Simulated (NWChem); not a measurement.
**Atomisation of OS**

```xyz
2

O      0.0000     0.0000     1.0089
S      0.0000     0.0000    -0.5044
```
Charge 0, spin multiplicity 3.

Program: NWChem. The geometry was optimised at UB3LYP/def2-SVP, a minimum by its harmonic frequencies.

Basis set: def2-TZVP. The atomisation energy is electronic alone: no zero-point, thermal, spin-orbit or counterpoise terms. No value is extrapolated to the basis-set limit. Free atoms are single determinants with multiplicities O 3, S 3. Correlated methods freeze the same cores in atoms and molecule, 6 orbitals in all.

B3LYP has NWChem's definition, with VWN1-RPA local correlation. The structure started from a generated list of species. The unpaired electrons of the parent sit in orbitals of symmetry b1 and b2 (C2v labels of the run); other states weren't searched. No SCF solution was tested for a lower state. Open-shell Hartree-Fock references start from PBE0 orbitals. No row is a measurement; the coupled-cluster row has its own basis-set and correlation limits.

For the atomisation energy, HF gives 52.2 kcal/mol and BLYP gives 134.4 kcal/mol. What do CCSD(T), PBE0, B3LYP give?

CCSD(T): 117.4 kcal/mol; PBE0: 125.5 kcal/mol; B3LYP: 125.5 kcal/mol.
